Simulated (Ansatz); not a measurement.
**Molecular dynamics of CH$_{2}$NO**

The input (input.yaml):

```yaml
crystal:
  periodic: [false, false, false]
  atoms:
    - { symbol: H, position_ang: [-0.142334, -0.341926, 0.258913] }
    - { symbol: O, position_ang: [0.636246, -1.197334, 0.438761] }
    - { symbol: C, position_ang: [-0.568348, 0.895067, -0.010956] }
    - { symbol: "N", position_ang: [-1.014205, 1.949936, -0.254682] }
    - { symbol: H, position_ang: [1.088742, -1.305643, -0.432036] }
magnetization:
  spin_polarized: true
  initial_magnetization: 1
basis:
  gaussian: { orbitals: def2-mTZVP }
hamiltonian:
  xc: blyp
md:
  timestep: 0.5
  n_steps: 200
  ensemble: nve
  temperature: 300.0
  initial_velocities: maxwell_boltzmann
  seed: 3950
```

Launched with:

```bash
$ ansatz run input.yaml --threads 2 --pin off --max-ram 3072MiB --backend cpu --events-out ev --progress --plain --runs-dir out
```

It starts at the highest image of a converged band, a first-order saddle point between two minima.

Output, in part (one step line in 3, the closing report, with atoms numbered from 0):

```
md step     0: t =     0.00 fs  T =   300.0 K  F+E_penalty+E_count = -4603.59207729 eV  E_kin = 0.116334 eV  conserved = -4603.47574329 eV  (101 SCF iters)
md step     3: t =     1.50 fs  T =   169.9 K  F+E_penalty+E_count = -4603.54027621 eV  E_kin = 0.065878 eV  conserved = -4603.47439795 eV  (40 SCF iters)
md step     6: t =     3.00 fs  T =   147.3 K  F+E_penalty+E_count = -4603.53174987 eV  E_kin = 0.057131 eV  conserved = -4603.47461905 eV  (37 SCF iters)
md step     9: t =     4.50 fs  T =   196.1 K  F+E_penalty+E_count = -4603.55152286 eV  E_kin = 0.076053 eV  conserved = -4603.47546967 eV  (38 SCF iters)
md step    12: t =     6.00 fs  T =    72.9 K  F+E_penalty+E_count = -4603.50257296 eV  E_kin = 0.028287 eV  conserved = -4603.47428611 eV  (36 SCF iters)
md step    15: t =     7.50 fs  T =    81.4 K  F+E_penalty+E_count = -4603.50585784 eV  E_kin = 0.031548 eV  conserved = -4603.47430981 eV  (37 SCF iters)
md step    18: t =     9.00 fs  T =   213.4 K  F+E_penalty+E_count = -4603.55826896 eV  E_kin = 0.082745 eV  conserved = -4603.47552355 eV  (38 SCF iters)
md step    21: t =    10.50 fs  T =   154.9 K  F+E_penalty+E_count = -4603.53472321 eV  E_kin = 0.060071 eV  conserved = -4603.47465194 eV  (39 SCF iters)
md step    24: t =    12.00 fs  T =   166.9 K  F+E_penalty+E_count = -4603.53894029 eV  E_kin = 0.064715 eV  conserved = -4603.47422526 eV  (41 SCF iters)
md step    27: t =    13.50 fs  T =   343.2 K  F+E_penalty+E_count = -4603.60868226 eV  E_kin = 0.133085 eV  conserved = -4603.47559766 eV  (40 SCF iters)
md step    30: t =    15.00 fs  T =   324.7 K  F+E_penalty+E_count = -4603.60057602 eV  E_kin = 0.125916 eV  conserved = -4603.47465973 eV  (41 SCF iters)
md step    33: t =    16.50 fs  T =   320.2 K  F+E_penalty+E_count = -4603.59884892 eV  E_kin = 0.124172 eV  conserved = -4603.47467671 eV  (43 SCF iters)
md step    36: t =    18.00 fs  T =   366.6 K  F+E_penalty+E_count = -4603.61762044 eV  E_kin = 0.142166 eV  conserved = -4603.47545412 eV  (41 SCF iters)
md step    39: t =    19.50 fs  T =   304.0 K  F+E_penalty+E_count = -4603.59265734 eV  E_kin = 0.117893 eV  conserved = -4603.47476465 eV  (45 SCF iters)
md step    42: t =    21.00 fs  T =   357.3 K  F+E_penalty+E_count = -4603.61305771 eV  E_kin = 0.138555 eV  conserved = -4603.47450224 eV  (45 SCF iters)
md step    45: t =    22.50 fs  T =   549.1 K  F+E_penalty+E_count = -4603.68902293 eV  E_kin = 0.212916 eV  conserved = -4603.47610672 eV  (43 SCF iters)
md step    48: t =    24.00 fs  T =   466.2 K  F+E_penalty+E_count = -4603.65563159 eV  E_kin = 0.180765 eV  conserved = -4603.47486707 eV  (133 SCF iters)
md step    51: t =    25.50 fs  T =   393.3 K  F+E_penalty+E_count = -4603.62658400 eV  E_kin = 0.152507 eV  conserved = -4603.47407651 eV  (40 SCF iters)
md step    54: t =    27.00 fs  T =   578.1 K  F+E_penalty+E_count = -4603.69928234 eV  E_kin = 0.224163 eV  conserved = -4603.47511941 eV  (40 SCF iters)
md step    57: t =    28.50 fs  T =   691.8 K  F+E_penalty+E_count = -4603.74444039 eV  E_kin = 0.268273 eV  conserved = -4603.47616755 eV  (42 SCF iters)
md step    60: t =    30.00 fs  T =   496.9 K  F+E_penalty+E_count = -4603.66700596 eV  E_kin = 0.192686 eV  conserved = -4603.47431950 eV  (46 SCF iters)
md step    63: t =    31.50 fs  T =   499.4 K  F+E_penalty+E_count = -4603.66818797 eV  E_kin = 0.193664 eV  conserved = -4603.47452395 eV  (44 SCF iters)
md step    66: t =    33.00 fs  T =   689.6 K  F+E_penalty+E_count = -4603.74311023 eV  E_kin = 0.267403 eV  conserved = -4603.47570713 eV  (48 SCF iters)
md step    69: t =    34.50 fs  T =   686.7 K  F+E_penalty+E_count = -4603.74157402 eV  E_kin = 0.266278 eV  conserved = -4603.47529643 eV  (47 SCF iters)
md step    72: t =    36.00 fs  T =   586.8 K  F+E_penalty+E_count = -4603.70208355 eV  E_kin = 0.227536 eV  conserved = -4603.47454781 eV  (45 SCF iters)
md step    75: t =    37.50 fs  T =   611.9 K  F+E_penalty+E_count = -4603.71229439 eV  E_kin = 0.237278 eV  conserved = -4603.47501682 eV  (47 SCF iters)
md step    78: t =    39.00 fs  T =   667.3 K  F+E_penalty+E_count = -4603.73386790 eV  E_kin = 0.258779 eV  conserved = -4603.47508846 eV  (62 SCF iters)
md step    81: t =    40.50 fs  T =   739.1 K  F+E_penalty+E_count = -4603.76180704 eV  E_kin = 0.286624 eV  conserved = -4603.47518316 eV  (81 SCF iters)
md step    84: t =    42.00 fs  T =   819.1 K  F+E_penalty+E_count = -4603.79287362 eV  E_kin = 0.317629 eV  conserved = -4603.47524412 eV  (60 SCF iters)
md step    87: t =    43.50 fs  T =   846.7 K  F+E_penalty+E_count = -4603.80364194 eV  E_kin = 0.328340 eV  conserved = -4603.47530240 eV  (99 SCF iters)
md step    90: t =    45.00 fs  T =   813.8 K  F+E_penalty+E_count = -4603.79039276 eV  E_kin = 0.315571 eV  conserved = -4603.47482172 eV  (93 SCF iters)
md step    93: t =    46.50 fs  T =   818.0 K  F+E_penalty+E_count = -4603.79219928 eV  E_kin = 0.317199 eV  conserved = -4603.47499985 eV  (63 SCF iters)
md step    96: t =    48.00 fs  T =   827.4 K  F+E_penalty+E_count = -4603.79570847 eV  E_kin = 0.320843 eV  conserved = -4603.47486559 eV  (65 SCF iters)
md step    99: t =    49.50 fs  T =   934.4 K  F+E_penalty+E_count = -4603.83690428 eV  E_kin = 0.362349 eV  conserved = -4603.47455517 eV  (58 SCF iters)
md step   102: t =    51.00 fs  T =  1117.0 K  F+E_penalty+E_count = -4603.90989476 eV  E_kin = 0.433139 eV  conserved = -4603.47675535 eV  (105 SCF iters)
md step   105: t =    52.50 fs  T =   891.8 K  F+E_penalty+E_count = -4603.82031881 eV  E_kin = 0.345832 eV  conserved = -4603.47448707 eV  (57 SCF iters)
md step   108: t =    54.00 fs  T =   798.0 K  F+E_penalty+E_count = -4603.78385093 eV  E_kin = 0.309430 eV  conserved = -4603.47442134 eV  (88 SCF iters)
md step   111: t =    55.50 fs  T =   923.3 K  F+E_penalty+E_count = -4603.83368113 eV  E_kin = 0.358051 eV  conserved = -4603.47562976 eV  (52 SCF iters)
md step   114: t =    57.00 fs  T =   879.0 K  F+E_penalty+E_count = -4603.81630208 eV  E_kin = 0.340870 eV  conserved = -4603.47543224 eV  (91 SCF iters)
md step   117: t =    58.50 fs  T =   758.0 K  F+E_penalty+E_count = -4603.76798316 eV  E_kin = 0.293956 eV  conserved = -4603.47402717 eV  (57 SCF iters)
md step   120: t =    60.00 fs  T =   895.9 K  F+E_penalty+E_count = -4603.82317838 eV  E_kin = 0.347398 eV  conserved = -4603.47577996 eV  (97 SCF iters)
md step   123: t =    61.50 fs  T =   855.2 K  F+E_penalty+E_count = -4603.80736662 eV  E_kin = 0.331626 eV  conserved = -4603.47574033 eV  (57 SCF iters)
md step   126: t =    63.00 fs  T =   644.7 K  F+E_penalty+E_count = -4603.72355283 eV  E_kin = 0.249998 eV  conserved = -4603.47355480 eV  (87 SCF iters)
md step   129: t =    64.50 fs  T =   847.8 K  F+E_penalty+E_count = -4603.80372395 eV  E_kin = 0.328770 eV  conserved = -4603.47495413 eV  (94 SCF iters)
md step   132: t =    66.00 fs  T =  1081.3 K  F+E_penalty+E_count = -4603.89593615 eV  E_kin = 0.419293 eV  conserved = -4603.47664330 eV  (56 SCF iters)
md step   135: t =    67.50 fs  T =   877.7 K  F+E_penalty+E_count = -4603.81493311 eV  E_kin = 0.340358 eV  conserved = -4603.47457475 eV  (96 SCF iters)
md step   138: t =    69.00 fs  T =   829.4 K  F+E_penalty+E_count = -4603.79574949 eV  E_kin = 0.321619 eV  conserved = -4603.47413052 eV  (52 SCF iters)
md step   141: t =    70.50 fs  T =  1059.6 K  F+E_penalty+E_count = -4603.88728481 eV  E_kin = 0.410896 eV  conserved = -4603.47638929 eV  (58 SCF iters)
md step   144: t =    72.00 fs  T =   956.5 K  F+E_penalty+E_count = -4603.84592612 eV  E_kin = 0.370923 eV  conserved = -4603.47500271 eV  (96 SCF iters)
md step   147: t =    73.50 fs  T =   882.5 K  F+E_penalty+E_count = -4603.81613804 eV  E_kin = 0.342198 eV  conserved = -4603.47393967 eV  (58 SCF iters)
md step   150: t =    75.00 fs  T =  1081.7 K  F+E_penalty+E_count = -4603.89592398 eV  E_kin = 0.419447 eV  conserved = -4603.47647731 eV  (107 SCF iters)
md step   153: t =    76.50 fs  T =   901.4 K  F+E_penalty+E_count = -4603.82501181 eV  E_kin = 0.349542 eV  conserved = -4603.47546977 eV  (132 SCF iters)
md step   156: t =    78.00 fs  T =   632.3 K  F+E_penalty+E_count = -4603.71865899 eV  E_kin = 0.245207 eV  conserved = -4603.47345150 eV  (59 SCF iters)
md step   159: t =    79.50 fs  T =   808.6 K  F+E_penalty+E_count = -4603.78902478 eV  E_kin = 0.313558 eV  conserved = -4603.47546686 eV  (145 SCF iters)
md step   162: t =    81.00 fs  T =   906.0 K  F+E_penalty+E_count = -4603.82738269 eV  E_kin = 0.351329 eV  conserved = -4603.47605367 eV  (102 SCF iters)
md step   165: t =    82.50 fs  T =   715.9 K  F+E_penalty+E_count = -4603.75205289 eV  E_kin = 0.277602 eV  conserved = -4603.47445127 eV  (103 SCF iters)
md step   168: t =    84.00 fs  T =   728.7 K  F+E_penalty+E_count = -4603.75721063 eV  E_kin = 0.282584 eV  conserved = -4603.47462701 eV  (62 SCF iters)
md step   171: t =    85.50 fs  T =   858.0 K  F+E_penalty+E_count = -4603.80934010 eV  E_kin = 0.332718 eV  conserved = -4603.47662233 eV  (59 SCF iters)
md step   174: t =    87.00 fs  T =   658.0 K  F+E_penalty+E_count = -4603.72903215 eV  E_kin = 0.255147 eV  conserved = -4603.47388467 eV  (70 SCF iters)
md step   177: t =    88.50 fs  T =   762.3 K  F+E_penalty+E_count = -4603.77048154 eV  E_kin = 0.295588 eV  conserved = -4603.47489385 eV  (61 SCF iters)
md step   180: t =    90.00 fs  T =   967.1 K  F+E_penalty+E_count = -4603.85117696 eV  E_kin = 0.375041 eV  conserved = -4603.47613567 eV  (67 SCF iters)
md step   183: t =    91.50 fs  T =   849.2 K  F+E_penalty+E_count = -4603.80447127 eV  E_kin = 0.329304 eV  conserved = -4603.47516737 eV  (72 SCF iters)
md step   186: t =    93.00 fs  T =   715.8 K  F+E_penalty+E_count = -4603.75148275 eV  E_kin = 0.277581 eV  conserved = -4603.47390155 eV  (108 SCF iters)
md step   189: t =    94.50 fs  T =   882.8 K  F+E_penalty+E_count = -4603.81820742 eV  E_kin = 0.342333 eV  conserved = -4603.47587406 eV  (102 SCF iters)
md step   192: t =    96.00 fs  T =   879.7 K  F+E_penalty+E_count = -4603.81637545 eV  E_kin = 0.341117 eV  conserved = -4603.47525891 eV  (100 SCF iters)
md step   195: t =    97.50 fs  T =   819.9 K  F+E_penalty+E_count = -4603.79264976 eV  E_kin = 0.317939 eV  conserved = -4603.47471098 eV  (65 SCF iters)
md step   198: t =    99.00 fs  T =   871.3 K  F+E_penalty+E_count = -4603.81329501 eV  E_kin = 0.337861 eV  conserved = -4603.47543363 eV  (180 SCF iters)
md step   200: t =   100.00 fs  T =   849.8 K  F+E_penalty+E_count = -4603.80485267 eV  E_kin = 0.329522 eV  conserved = -4603.47533112 eV  (193 SCF iters)
Total energy: -4603.80514463 eV, -169.1867184940 hartree
Atom 0 at    -1.251412     0.191263     0.032636 Å, force    -0.170287     1.002740    -0.047022 eV/Å
Atom 1 at     1.125131    -1.848024     0.544688 Å, force     1.207285    -0.434411    -0.332477 eV/Å
Atom 2 at    -1.221213     1.284389    -0.113116 Å, force    -0.046680    -3.587328     0.454643 eV/Å
Atom 3 at    -1.003049     2.383637    -0.323403 Å, force     0.257437     2.563303    -0.405684 eV/Å
Atom 4 at     2.062528    -2.176732     0.285189 Å, force    -1.247755     0.455696     0.330539 eV/Å
Dipole moment:     0.262568    -0.749785     0.020716 e Å
```

All steps were run. The conserved energy stayed within 0.46 meV per atom of its start (net change 0.082 meV per atom), so the integration is sound. The kinetic energy rose, since the run started high on the potential surface and went downhill. It ends in pieces (HCN (or HNC) + HO), so much of that is their flight and rotation, not heat. A run of 0.1 ps of so small a system gives no equilibrium averages.

Between its relaxed ends the band would form H1–C3 and break H1–O2. These pairs go: H1–C3 1.34 → 1.10 Å, H1–O2 1.17 → 3.17 Å. In the last frame they stand as after the step (other bonds may differ from the relaxed reactants and products). It ends as HCN (or HNC) + HO. Pairs count as bonded within 1.25 times the sum of covalent radii (0.12 Å more for H–H).

Last frame:

```xyz
5
Properties=species:S:1:pos:R:3
H -1.251 0.191 0.033
O 1.125 -1.848 0.545
C -1.221 1.284 -0.113
N -1.003 2.384 -0.323
H 2.062 -2.177 0.285
```

Run time: 4.1 min on 2 threads of Intel(R) Xeon(R) Platinum 8488C (Sapphire Rapids), with other jobs on the host, peak memory 0.14 GiB.
